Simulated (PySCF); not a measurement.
C6H11 (charge +1).
SMILES with atom numbers: `[CH3:1][C+:2]([CH3:3])[CH:4]1[CH2:5][CH2:6]1` (hydrogens: H7, H8, H9 on C1; H10, H11, H12 on C3; H13 on C4; H14, H15 on C5; H16, H17 on C6)

Cartesian coordinates in Å at the PBE0-D3(BJ)/def2-SVP level; atoms count from 1:
```xyz
17
C6H11 angstrom
C     -1.017   -1.153   -0.490
C     -0.647    0.177    0.022
C     -1.738    1.106    0.357
C      0.682    0.588    0.214
C      1.767   -0.456    0.667
C      1.819   -0.003   -0.699
H     -1.860   -1.563    0.091
H     -1.422   -1.006   -1.510
H     -0.201   -1.883   -0.539
H     -1.435    2.160    0.321
H     -2.014    0.885    1.410
H     -2.644    0.927   -0.239
H      0.841    1.611    0.562
H      2.442   -0.023    1.410
H      1.396   -1.457    0.901
H      1.486   -0.658   -1.507
H      2.533    0.773   -0.989
```

Level of theory: TDDFT CAM-B3LYP/def2-SVPD, vertical, gas phase, core orbitals frozen in the response in PySCF.

Ground-to-excited transition dipoles (e·a0, same axes as the geometry; the sign carries no meaning), for the states with f of 0.002 or more among the lowest 9:

```json
{"state": "S1", "E (eV)": "5.673", "μx": "0.002", "μy": "-0.070", "μz": "0.152"}
{"state": "S2", "E (eV)": "5.880", "μx": "-1.737", "μy": "0.064", "μz": "-0.019"}
{"state": "S4", "E (eV)": "6.752", "μx": "-0.085", "μy": "-0.052", "μz": "0.134"}
{"state": "S5", "E (eV)": "6.934", "μx": "0.212", "μy": "0.201", "μz": "0.104"}
{"state": "S6", "E (eV)": "7.685", "μx": "-0.247", "μy": "0.678", "μz": "0.447"}
{"state": "S7", "E (eV)": "7.888", "μx": "0.071", "μy": "-0.040", "μz": "0.076"}
{"state": "S9", "E (eV)": "9.454", "μx": "-0.138", "μy": "-0.091", "μz": "0.001"}
```

Task: What oscillator strength does each state have?

Result: f = (2/3) ΔE |μ|² with ΔE in hartree (27.2114 eV).

| state | \|μ\|² (au) | \|μ\| (D) | f |
| --- | --- | --- | --- |
| S1 | 0.028 | 0.43 | 0.004 |
| S2 | 3.021 | 4.42 | 0.435 |
| S4 | 0.028 | 0.42 | 0.005 |
| S5 | 0.096 | 0.79 | 0.016 |
| S6 | 0.720 | 2.16 | 0.136 |
| S7 | 0.012 | 0.28 | 0.002 |
| S9 | 0.027 | 0.42 | 0.006 |

Task: Which bond between heavy atoms lies closest to the direction of the S2 transition dipole?

Result: C2–C4, at 21° from it; next C2–C3 at 40°.

Task: What angle do the transition dipoles of S2 and S6 make?

Result: |cos θ| = |μa·μb| / (|μa| |μb|) = 0.31, so θ ≈ 72° (taken between 0 and 90°, since the signs are arbitrary).

Task: How is the summed strength of these states shared among x, y and z?

Result: (2/3) Σ ΔE μα² gives 0.460 for x, 0.097 for y and 0.047 for z, 0.604 in all.

Task: What peak molar absorption coefficient would the strongest computed level give as a lone Gaussian band 0.5 eV wide at half height?

Result: ε(max) = 2.175×10⁸ f / FWHM, with the width in cm⁻¹. S2: 2.175×10⁸ × 0.4351 / 4033 ≈ 23000 L mol⁻¹ cm⁻¹.

All these states lie below the vertical ionisation energy of 16.07 eV (ΔSCF).

One conformer stands for the species.
